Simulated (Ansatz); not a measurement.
C₃H₇O (`CC(C)[O]`) radical. Charge 0, multiplicity 2.

```xyz
11

C     0.878    0.041   -0.959
C     0.337    0.061    0.467
C    -1.175   -0.114    0.546
O     0.786    1.125    1.188
H     1.964    0.144   -0.955
H     0.611   -0.889   -1.466
H     0.455    0.872   -1.527
H     0.805   -0.788    1.017
H    -1.671    0.712    0.030
H    -1.503   -0.117    1.586
H    -1.486   -1.047    0.072
```

(1) List the harmonic frequencies (cm⁻¹, unscaled) at PBE0-D4/def2-TZVP in Ansatz. (An estimate is asked.)

(2) Is this a minimum?

(3) Give the ideal-gas thermochemistry at 298.15 K and 1 bar (rigid rotor, harmonic oscillator; point group Cs, symmetry number 1).

(4) And at 400, 500, 600, 800 and 1000 K?

Results:

(1) Ansatz gave: 192, 235, 356, 396, 448, 825, 886, 914, 996, 1037, 1111, 1157, 1203, 1258, 1375, 1398, 1469, 1474, 1485, 1494, 2855, 3052, 3057, 3129, 3134, 3148, 3149.

(2) Yes, all 27 modes are real.

(3) Zero-point energy 246.6 kJ/mol; H(298) − E = 262.8 kJ/mol; entropy 300.0 J/(mol·K), of which translation 159.7, rotation 101.6, vibration 33.0, electronic 5.8; G(298) − E = 173.3 kJ/mol.

(4) 
```tsv
T (K)	H − E (kJ/mol)	S (J/mol/K)	G − E (kJ/mol)
400	272.3	327.3	141.4
500	283.7	352.7	107.4
600	296.9	376.7	70.9
800	327.7	420.8	-9.0
1000	362.9	460.0	-97.1
```
